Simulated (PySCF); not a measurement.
Compound: H4O2Si.
Atom-mapped SMILES: `[OH:1][SiH2:2][OH:3]` (hydrogens: H4 on O1; H5, H6 on Si2; H7 on O3)

A GFN2-xTB structure was refined with PBE0-D3(BJ)/def2-SVP geometry optimisation, gas phase in PySCF 2.14.0. Its GFN2-xTB values:

```tsv
coordinate	GFN2-xTB
O1–Si2	1.629 Å
O1–H4	0.953 Å
Si2–H5	1.453 Å
O1–Si2–O3	113.0°
O1–Si2–H5	112.9°
O1–Si2–H6	100.4°
Si2–O1–H4	121.8°
H5–Si2–H6	118.0°
```

Problem. How do these coordinates change at the PBE0-D3(BJ)/def2-SVP level?

Solution. 
| coordinate | PBE0-D3(BJ)/def2-SVP (Å or °) | change |
| --- | --- | --- |
| Si2–H5 | 1.487 | +0.034 |
| O1–Si2 | 1.661 | +0.032 |
| O1–H4 | 0.962 | +0.009 |
| Si2–O1–H4 | 116.2 | -5.6 |
| H5–Si2–H6 | 112.9 | -5.1 |
| O1–Si2–H6 | 103.9 | +3.5 |
| O1–Si2–H5 | 111.6 | -1.3 |
| O1–Si2–O3 | 113.0 | 0.0 |

The energy falls by 0.106 eV over 7 energy and gradient evaluations, the largest force component goes from 0.0167 to 4.1e-04 Eh/bohr, and the atoms move by 0.082 Å rms after alignment. Among the bonds, Si2–O3, Si2–H5 and Si2–H6 change most and about equally (+0.033 to +0.034 Å). Bonds longer at the end by more than 0.005 Å: 6 of 6; shorter: 0. Among the dihedrals that turn most is H5–Si2–O3–H7, from 176° to -174°. Rotational constants go from 23720, 7452, 6222 to 22870, 7167, 6007 MHz.

The run used 66 basis functions and 40 SCF cycles in all.

Whether it is a minimum is left open (no frequencies). The numbers are those of one conformer.
